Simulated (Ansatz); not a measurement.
In₂O: from a first guess to the relaxed fluorite type

First guess:

```xyz
3
Lattice="0.0000 2.9466 2.9466 2.9466 0.0000 2.9466 2.9466 2.9466 0.0000" Properties=species:S:1:pos:R:3 pbc="T T T"
O     0.0000    0.0000    0.0000
In    1.4733    1.4733    1.4733
In    4.4199    4.4199    4.4199
```

All numbers below come from DFT, PBE, PAW with Ansatz's default frozen-core files, scalar-relativistic (Ansatz 0.2.0).

Cell and atoms relax within the symmetry of the start on a 10×10×10 k mesh with 0.03 eV Fermi–Dirac smearing.

The start is built from a prototype, known or not as a phase of this compound; the cutoff is 420 eV.

No spin–orbit coupling, which matters for the heavy atoms here.

Q: What is the pressure of the first guess?

A: 19.95 GPa.

Q: What does it relax to?

A: a = 6.413 Å, b = 6.413 Å, c = 6.413 Å, α = 90.00°, β = 90.00°, γ = 90.00° (conventional cell), 21.97 Å³ per atom:
```xyz
3
Lattice="0.0000 3.2063 3.2063 3.2063 0.0000 3.2063 3.2063 3.2063 0.0000" Properties=species:S:1:pos:R:3 pbc="T T T"
O     0.0000    0.0000    0.0000
In    1.6031    1.6031    1.6031
In    4.8094    4.8094    4.8094
```

Q: How much energy does the relaxation release?

A: 243 meV/atom.
